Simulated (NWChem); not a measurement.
# USVWN5/x2c-SVPall-2c (DKH3, esp resp) run of [BH3]− (SMILES [BH3-])

What is the vertical electron affinity of [BH3]− at USVWN5/x2c-SVPall-2c (DKH3, esp resp)? 

Program for the calculation: NWChem 7.3.0.

4 further runs of the same task are left out: 4 set aside as unsound or not needed.

### 1 The structure to begin with

The species is [BH3]− (4 atoms), meant as a doublet with charge -1. SMILES: `[BH3-]`. The coordinates come from a GFN2-xTB relaxation.

Bond lengths: B1–H2 1.254 Å, B1–H3 1.254 Å, B1–H4 1.254 Å. Angles: H2–B1–H3 111.5°, H2–B1–H4 111.5°, H3–B1–H4 111.5°.

### 2 The energy at USVWN5/x2c-SVPall-2c (DKH3, esp resp)

The input, nw.nw:

```
start nw
title "BH3 energy"
memory total 2200 mb
charge -1

geometry units angstrom noautosym nocenter noautoz
B      0.150430    -0.037330    -0.233800
H      0.917080     0.452560     0.628490
H     -0.279230    -1.161080     0.118390
H     -0.788270     0.745860    -0.513080
end

basis spherical
B library x2c-SVPall-2c
H library x2c-SVPall-2c
end

relativistic
douglas-kroll dk3
end

dft
xc slater vwn_5
mult 2
grid medium
convergence energy 1e-07
maxiter 100
mulliken
end

esp
restrain
recalculate
end

task dft energy
task esp
```

Started as:

```sh
$ nwchem nw.nw > nw.out
```

The log of the run:

```text
[...]
          Wavefunction type:  spin polarized.
          No. of atoms     :     4
          No. of electrons :     9
[...]
          Charge           :    -1
          Spin multiplicity:     2
[...]
          AO basis - number of functions:    29
[...]
              XC Information
              --------------
                        Slater Exchange Functional  1.000 local
                      VWN V Correlation Functional  1.000 local
[...]
 d= 0,ls=0.0,diis     1    -26.1534794656 -3.33D+01  3.24D-02  9.55D-02     1.1
[...]
 d= 0,ls=0.0,diis     7    -26.2350283421 -6.16D-08  1.74D-06  2.64D-10     3.4
[...]
         Total DFT energy =      -26.235028342144
      One electron energy =      -50.748741460195
           Coulomb energy =       22.364626409765
    Exchange-Corr. energy =       -4.948265009659
 Nuclear repulsion energy =        7.097351717945
[...]
      Total Density - Mulliken Population Analysis
     ---------------------------------------------
    Atom       Charge   Shell Charges
 -----------   ------   -------------------------------------------------------
    1 B    5     5.69   1.98  0.72  0.42  1.55  1.00  0.02
    2 H    1     1.10   0.68  0.42  0.01
    3 H    1     1.10   0.68  0.42  0.01
    4 H    1     1.10   0.68  0.42  0.01
[...]
      <S2> =      0.7519 (Exact =     0.7500)
[...]
 Dipole moment                                  0.000000    0.000000    0.000000
 Quadrupole moment Qxx                         -0.045193   -0.045613   -0.045613
                   Qyy                         -0.199522   -0.201823   -0.201823
                   Qzz                          0.244716    0.247436    0.247436
[...]
```

Run time: 4.2 s. Hardware: 1 thread of Intel Xeon Platinum 8488C (Sapphire Rapids), shared host; peak memory 0.18 GiB.

### 3 Singlet [BH3]2−, same level

The input, geom.nw:

```
start geom
memory total 2200 mb
charge -2
geometry units angstrom noautosym nocenter noautoz
 B        0.150430      -0.037330      -0.233800
 H        0.917080       0.452560       0.628490
 H       -0.279230      -1.161080       0.118390
 H       -0.788270       0.745860      -0.513080
end
basis spherical
 B library x2c-SVPall-2c
 H library x2c-SVPall-2c
end
relativistic
 douglas-kroll dk3
end
dft
 xc slater vwn_5
 grid medium
 convergence energy 1e-07
 iterations 150
 mulliken
 noprint "final vectors analysis"
end
esp
 restrain
 recalculate
end
task dft
task esp
```

Started as:

```sh
$ nwchem geom.nw > geom.out
```

The log of the run:

```text
[...]
          Wavefunction type:  closed shell.
          No. of atoms     :     4
          No. of electrons :    10
[...]
          Charge           :    -2
          Spin multiplicity:     1
[...]
          AO basis - number of functions:    29
[...]
              XC Information
              --------------
                        Slater Exchange Functional  1.000 local
                      VWN V Correlation Functional  1.000 local
[...]
 d= 0,ls=0.0,diis     1    -25.7198843748 -3.28D+01  1.42D-01  8.21D-01     1.3
[...]
 d= 0,ls=0.0,diis     7    -25.9375762932 -3.27D-08  5.09D-07  1.43D-11     3.7
         Total DFT energy =      -25.937576293170
      One electron energy =      -52.820200535744
           Coulomb energy =       24.938752115941
    Exchange-Corr. energy =       -5.153479591311
 Nuclear repulsion energy =        7.097351717945
[...]
      Total Density - Mulliken Population Analysis
     ---------------------------------------------
    Atom       Charge   Shell Charges
 -----------   ------   -------------------------------------------------------
    1 B    5     6.26   1.98  0.62  0.38  1.50  1.75  0.02
    2 H    1     1.25   0.66  0.58  0.01
    3 H    1     1.25   0.66  0.58  0.01
    4 H    1     1.25   0.65  0.58  0.01
[...]
 Dipole moment                                  0.350481    0.347001    0.347001
 Quadrupole moment Qxx                          0.074383    0.073378    0.073378
                   Qyy                          0.623139    0.617065    0.617065
                   Qzz                         -0.697523   -0.690443   -0.690443
[...]
```

It took 4.5 s on 1 thread of Intel Xeon Platinum 8488C (Sapphire Rapids), shared host; peak memory 0.18 GiB.

### 4 Outcome

Level: USVWN5/x2c-SVPall-2c (DKH3, esp resp).

```
                                           quantity         value
                       doublet [BH3]−: total energy  -26.23503 Eh
 doublet [BH3]−: HOMO energy (highest over α and β)       3.33 eV
  doublet [BH3]−: LUMO energy (lowest over α and β)       4.83 eV
                               doublet [BH3]−: ⟨S²⟩         0.752
                      singlet [BH3]2−: total energy  -25.93758 Eh
vertical electron affinity (to the singlet dianion)     -8.094 eV
```

The dianion lies 8.09 eV (781 kJ/mol) above the anion: the electron isn't bound at this level, and such a value depends on the basis. Without diffuse functions anions come out too high. The HOMO (doublet [BH3]−) lies at positive energy, 3.33 eV, as semi-local functionals often give for anions; only total energies tell whether the electron is bound. Mulliken charges (singlet [BH3]2−) run from -1.26 on B1 to -0.25 on H2; they depend strongly on the basis.
